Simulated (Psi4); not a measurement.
# SiPH5 (SMILES [SiH3]P): CCSD(T)/6-31G(d) (density fitting with cc-pvqz-jkfit, spherical functions, sweep point 5)

What is the vertical ionisation energy of SiPH5 at CCSD(T)/6-31G* (density fitting with cc-pvqz-jkfit, spherical functions, sweep point 5)? 

The results are computed with Psi4 1.11.

2 further runs of the same task are left out: 2 set aside as unsound or not needed.

### 1 The system as given

SiPH5 has 7 atoms, charge 0, and is taken as a singlet. As SMILES, `[SiH3]P`. Geometry: relaxed at GFN2-xTB.

Bond lengths: Si1–P2 2.234 Å, Si1–H3 1.462 Å, Si1–H4 1.462 Å, Si1–H5 1.465 Å, P2–H6 1.383 Å, P2–H7 1.383 Å. Angles: Si1–P2–H6 95.7°, Si1–P2–H7 95.8°, P2–Si1–H3 106.9°, P2–Si1–H4 106.8°, P2–Si1–H5 113.1°, H6–P2–H7 92.2°, H3–Si1–H4 111.1°, H3–Si1–H5 109.5°, H4–Si1–H5 109.5°.

### 2 A single-point energy at CCSD(T)/6-31G(d) (density fitting with cc-pvqz-jkfit, spherical functions, sweep point 5)

The input, run.py:

```python
import psi4

psi4.set_memory(1600000000)
psi4.set_num_threads(1)
psi4.set_output_file('h5psi.out', False)

molecule = psi4.geometry("""
0 1
Si    -1.21099319    -0.68323048    -0.74818037
P      2.00558523    -0.01723430     1.90423922
H     -3.44969504    -1.13939147     0.80566584
H     -0.56487693    -2.91836075    -2.23862626
H     -1.68282001     1.45302931    -2.44466310
H      1.25606316     2.38150845     2.62127690
H      3.64671789     0.92367923     0.10026887
units bohr
symmetry c1
""")

psi4.set_options({
    'basis': '6-31G*',
    'puream': True,
    'scf_type': 'df',
    'num_frozen_docc': 10,
    'df_basis_scf': 'cc-pvqz-jkfit',
})

E = psi4.energy('ccsd(t)')
print(f'total energy {E:.8f} hartree = {E * 27.211386:.5f} eV')
```

Run with:

```sh
$ python run.py
```

h5psi.out:

```text
[...]
  Running in c1 symmetry.
[...]
  Nuclear repulsion =   91.502975548906178
[...]
  Multiplicity = 1
[...]
  Nalpha       = 17
  Nbeta        = 17
[...]
    Number of basis functions: 46
[...]
   @DF-RHF iter   1:  -632.49171680913662   -4.59241e-01   3.75335e-03 ADIIS/DIIS
[...]
   @DF-RHF iter  10:  -632.53086682242133   -3.75167e-12   6.15768e-09 DIIS
[...]
    Orbital Energies [Eh]
    ---------------------
    Doubly Occupied:
       1A    -79.909505     2A    -68.761248     3A     -7.472238
       4A     -6.128245     5A     -5.365662     6A     -5.365033
       7A     -5.363800     8A     -4.233320     9A     -4.233286
      10A     -4.233120    11A     -0.867779    12A     -0.709558
      13A     -0.541165    14A     -0.505854    15A     -0.488050
      16A     -0.449636    17A     -0.366030
[...]
  @DF-RHF Final Energy:  -632.53086682242133
   => Energetics <=
    Nuclear Repulsion Energy =             91.5029755489061785
    One-Electron Energy =               -1058.0806265773589985
    Two-Electron Energy =                 334.0467842060315888
    Total Energy =                       -632.5308668224212170
[...]
 Multipole Moments:
 ------------------------------------------------------------------------------------
     Multipole            Electronic (a.u.)      Nuclear  (a.u.)        Total (a.u.)
 ------------------------------------------------------------------------------------
 L = 1.  Multiply by 2.5417464519 to convert [e a0] to [Debye]
 Dipole X            :          2.0720732           -2.2444638           -0.1723906
 Dipole Y            :         -0.7042976            0.9415574            0.2372597
 Dipole Z            :          2.3657059           -2.6650463           -0.2993404
 Magnitude           :                                                    0.4190649
[...]
      * MP2 total energy                      = -632.710518101331672
[...]
      * CCSD total energy                     = -632.752091719343753
[...]
      * CCSD(T) total energy                  = -632.757789319772314
```

The script printed:

```text
total energy -632.75778932 hartree = -17218.21645 eV
```

It took 4.5 s on 1 thread of Intel Xeon Platinum 8488C (Sapphire Rapids), shared host; peak memory 0.21 GiB.

### 3 The doublet cation

The input, calc.py:

```python
import psi4

psi4.set_memory('1600 MB')
psi4.set_num_threads(1)
psi4.core.set_output_file('output.dat', False)

mol = psi4.geometry("""
1 2
Si    -1.21099319    -0.68323048    -0.74818037
P      2.00558523    -0.01723430     1.90423922
H     -3.44969504    -1.13939147     0.80566584
H     -0.56487693    -2.91836075    -2.23862626
H     -1.68282001     1.45302931    -2.44466310
H      1.25606316     2.38150845     2.62127690
H      3.64671789     0.92367923     0.10026887
units bohr
symmetry c1
""")

psi4.set_options({
    'basis': '6-31G*',
    'reference': 'uhf',
    'puream': True,
    'scf_type': 'df',
    'num_frozen_docc': 10,
    'df_basis_scf': 'cc-pvqz-jkfit',
    'maxiter': 150,
})

energy_value = psi4.energy('ccsd(t)')
print(f'ccsd(t) energy: {energy_value:.10f} Eh')
```

Run with:

```sh
$ python calc.py
```

output.dat:

```text
[...]
  Running in c1 symmetry.
[...]
  Nuclear repulsion =   91.502975548906178
[...]
  Multiplicity = 2
[...]
  Nalpha       = 17
  Nbeta        = 16
[...]
    Number of basis functions: 46
[...]
   @DF-UHF iter   1:  -632.14390836728421   -1.11433e-01   4.68719e-03 ADIIS/DIIS
[...]
   @DF-UHF iter  15:  -632.20838829336992   -3.52429e-12   8.23748e-09 DIIS
[...]
   @S^2 Observed:                7.586230980E-01
[...]
    Orbital Energies [Eh]
    ---------------------
    Alpha Occupied:
       1A    -80.229526     2A    -68.978898     3A     -7.792989
       4A     -6.346601     5A     -5.695618     6A     -5.683338
       7A     -5.682106     8A     -4.453681     9A     -4.450328
      10A     -4.450176    11A     -1.167793    12A     -0.929187
      13A     -0.804280    14A     -0.758038    15A     -0.694802
      16A     -0.683588    17A     -0.682743
    Alpha Virtual:
      18A     -0.089264    19A     -0.086092    20A     -0.042015
      21A     -0.013524    22A     -0.007490    23A      0.081701
      24A      0.135788    25A      0.187072    26A      0.189180
[...]
  @DF-UHF Final Energy:  -632.20838829336992
   => Energetics <=
    Nuclear Repulsion Energy =             91.5029755489061785
    One-Electron Energy =               -1049.3588217769056428
    Two-Electron Energy =                 325.6474579346296423
    Total Energy =                       -632.2083882933698078
  UHF NO Occupations:
  HONO-2 :   15  A 1.9993111
  HONO-1 :   16  A 1.9970916
[...]
 Multipole Moments:
 ------------------------------------------------------------------------------------
     Multipole            Electronic (a.u.)      Nuclear  (a.u.)        Total (a.u.)
 ------------------------------------------------------------------------------------
 L = 1.  Multiply by 2.5417464519 to convert [e a0] to [Debye]
 Dipole X            :          2.9615881           -2.2444638            0.7171243
 Dipole Y            :         -0.6065340            0.9415574            0.3350233
 Dipole Z            :          3.1495350           -2.6650463            0.4844887
 Magnitude           :                                                    0.9280287
[...]
      * MP2 total energy                      = -632.367572988443044
[...]
      * CCSD total energy                     = -632.410023311103032
[...]
      * CCSD(T) total energy                     = -632.415165484499312
```

On the terminal:

```text
ccsd(t) energy: -632.4151654845 Eh
```

Run time: 6.3 s. Hardware: 1 thread of Intel Xeon Platinum 8488C (Sapphire Rapids), shared host; peak memory 0.22 GiB.

### 4 Summary of results

At CCSD(T)/6-31G* (density fitting with cc-pvqz-jkfit, spherical functions, sweep point 5), 10 core orbitals frozen:

```
                                                                  quantity          value
                                               singlet SiPH5: total energy  -632.75779 Eh
                        singlet SiPH5: HOMO energy (Hartree–Fock orbitals)       -9.96 eV
                        singlet SiPH5: LUMO energy (Hartree–Fock orbitals)        3.61 eV
                      singlet SiPH5: HOMO–LUMO gap (Hartree–Fock orbitals)       13.57 eV
               singlet SiPH5: correlation energy (10 core orbitals frozen)     -226.9 mEh
                                             singlet SiPH5: (T) correction      -5.70 mEh
                                              singlet SiPH5: T1 diagnostic          0.013
                                              doublet cation: total energy  -632.41517 Eh
doublet cation: HOMO energy (Hartree–Fock orbitals) (highest over α and β)      -18.29 eV
 doublet cation: LUMO energy (Hartree–Fock orbitals) (lowest over α and β)       -7.69 eV
              doublet cation: correlation energy (10 core orbitals frozen)     -206.8 mEh
                                            doublet cation: (T) correction      -5.14 mEh
                         doublet cation: ⟨S²⟩ of the reference determinant          0.759
                                             doublet cation: T1 diagnostic          0.024
                        vertical ionisation energy (to the doublet cation)       9.323 eV
```

**Reading.** Removing an electron at fixed nuclei costs 9.32 eV (215 kcal/mol). The triples (singlet SiPH5) make up 2.5 % of the correlation energy. The triples (doublet cation) make up 2.5 % of the correlation energy.
